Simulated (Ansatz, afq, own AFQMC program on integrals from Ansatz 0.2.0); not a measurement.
## Where AFQMC and coupled cluster stand for Si$_{2}$H$_{5}$, doublet

| atom | x (Å) | y (Å) | z (Å) |
| --- | --- | --- | --- |
| Si | -1.5723 | 0.0244 | 0.0000 |
| H | -2.0672 | 1.4241 | 0.0000 |
| H | -2.0672 | -0.6755 | 1.2122 |
| H | -2.0672 | -0.6755 | -1.2122 |
| H | 0.2697 | 0.0244 | 0.0000 |
| Si | 1.7097 | 0.0244 | 0.0000 |
| H | 2.1061 | -1.4552 | 0.0000 |

Basis cc-pVDZ. Only valence electrons are correlated. AFQMC by an in-house program on the Cholesky factors that Ansatz 0.2.0 writes for its CCSD(T) run. ph-AFQMC/CISD is guided by a CISD state made of CCSD amplitudes; releasing the constraint for a short imaginary time cuts its bias at the price of noise, slowly where states lie close. Error bars are statistical, one sigma.

Determinant: ROHF, the one that the program's search chose, which needn't be the lowest solution. The geometry is a point of a scan.

No full CI on the walks' own integrals is used here; CCSDT(Q) serves as the reference and is uncertain by about the last step of the cluster series.

Cautions: higher spins were not checked; a spin-contaminated unrestricted determinant lies lower (UHF 146 meV lower, ⟨S²⟩ 1.04).

```
T1 diagnostic                               : 0.0275
weight of the determinant in the CISD state : 0.835
size of the correlated space                : 13 electrons in 51 orbitals
```

Reference: CCSDT(Q), correlation energy -7.216 eV. The released energy is read at 2.40 1/Eh (meV from the phaseless value at times in 1/Eh: -3.1 ± 2.5 at 0.24, -3.5 ± 1.9 at 0.51, -6 ± 4 at 0.99, -11 ± 4 at 1.62, -12 ± 5 at 2.40).

```csv
level,E − E(reference) (meV),share of correlation (%)
HF,7216.4,0.00
MP2,1673.4,76.81
CCSD,262.2,96.37
CCSD(T),58.0,99.20
CCSDT,10.4,99.86
ph-AFQMC/CISD,17.6 ± 3.0,99.76
released AFQMC,5.6 ± 4.8,99.92
```

A walk keeps the symmetry of its determinant, which the program's search chose and which needn't be the lowest solution, so a lower state of the same spin and another symmetry isn't excluded. Released energies are given only where the last usable release times agree within the noise; a slower fall can still hide under it.
